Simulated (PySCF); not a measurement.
Gas-phase reaction: 6 C₂H₃ (vinyl) → 3 C₃H₄ (propyne) + C₃H₆ (propylene)

Method: PySCF energies (xtb for GFN2) plus ideal-gas RRHO corrections (1 bar). The comparison is the NASA 1993 polynomial table, which mixes measured and estimated data. † marks an energy on the PBE0/def2-TZVP geometry and frequencies; other levels use their own. 6-31G* has spherical d functions here. Open shells (unrestricted): C₂H₃ (vinyl) (multiplicity 2); the rest are closed-shell singlets. GFN2 has no spin-polarisation term. B3LYP is the form with VWN-RPA correlation. For this reaction the table lies outside the span of B3LYP, M06-2X, PBE0, r2SCAN, ωB97M-V, ωB97X-V in their largest bases here; which side is off was not settled. The harmonic model lacks anharmonicity and excited electronic states, which grow with temperature; levels with a mode under 35 cm⁻¹ are left out. Internal rotation in C₃H₆ (propylene) is treated as a harmonic vibration of one conformer, which makes the entropy rough. The table's entry may be an old estimate for C₂H₃ (vinyl) (not checked at source).

```tsv
level	ΔH°(298 K), kJ	minus table	ΔG°(2500 K), kJ
table	-1225.2	-	-262.2
B3LYP/6-31G*	-1150.4	74.8	-172.4
B3LYP/def2-TZVP†	-1122.8	102.4	-135.0
GFN2-xTB	-1548.1	-322.9	-566.0
M06-2X/def2-TZVP†	-1205.5	19.7	-217.7
PBE/def2-SVP	-1173.3	51.9	-183.0
PBE/def2-TZVP†	-1150.7	74.5	-162.9
PBE0/def2-QZVP†	-1145.7	79.5	-157.9
PBE0/def2-SVP†	-1164.6	60.6	-176.8
r2SCAN/def2-TZVP†	-1082.6	142.6	-94.8
LDA/def2-TZVP†	-1333.1	-107.9	-345.4
```
